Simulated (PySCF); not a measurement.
propane (C3H8), SMILES CCC.

The structure is a stationary point at B3LYP-D3(BJ)/def2-SVP.

These are B3LYP-D3(BJ)/def2-SVP (PySCF) values and carry that method's errors.

No scaling factor is applied to the harmonic values.

| mode | ν (cm⁻¹) | IR (km/mol) | moving atoms (share of kinetic energy) |
|---|---|---|---|
| 1 | 229 | 0.0 | H 98 % |
| 2 | 282 | 0.0 | H 88 %, C 12 % |
| 3 | 370 | 0.1 | C 55 %, H 45 % |
| 4 | 753 | 3.6 | H 93 % |
| 5 | 882 | 0.9 | C 64 %, H 36 % |
| 6 | 906 | 0.0 | H 91 %, C 9 % |
| 7 | 929 | 1.7 | H 83 %, C 17 % |
| 8 | 1070 | 0.3 | C 60 %, H 40 % |
| 9 | 1170 | 1.3 | H 52 %, C 48 % |
| 10 | 1200 | 0.3 | H 57 %, C 43 % |
| 11 | 1304 | 0.0 | H 89 %, C 11 % |
| 12 | 1355 | 4.5 | H 72 %, C 28 % |
| 13 | 1398 | 5.0 | H 70 %, C 30 % |
| 14 | 1406 | 1.2 | H 79 %, C 21 % |
| 15 | 1462 | 0.0 | H 97 % |
| 16 | 1465 | 0.1 | H 96 % |
| 17 | 1472 | 1.3 | H 95 % |
| 18 | 1480 | 11.1 | H 97 % |
| 19 | 1487 | 3.4 | H 92 % |
| 20 | 3018 | 32.0 | H 97 % |
| 21 | 3021 | 43.4 | H 96 % |
| 22 | 3021 | 5.6 | H 95 % |
| 23 | 3054 | 6.8 | H 91 %, C 9 % |
| 24 | 3092 | 0.0 | H 91 %, C 9 % |
| 25 | 3101 | 84.1 | H 91 %, C 9 % |
| 26 | 3104 | 23.7 | H 91 %, C 9 % |
| 27 | 3106 | 42.6 | H 91 %, C 9 % |
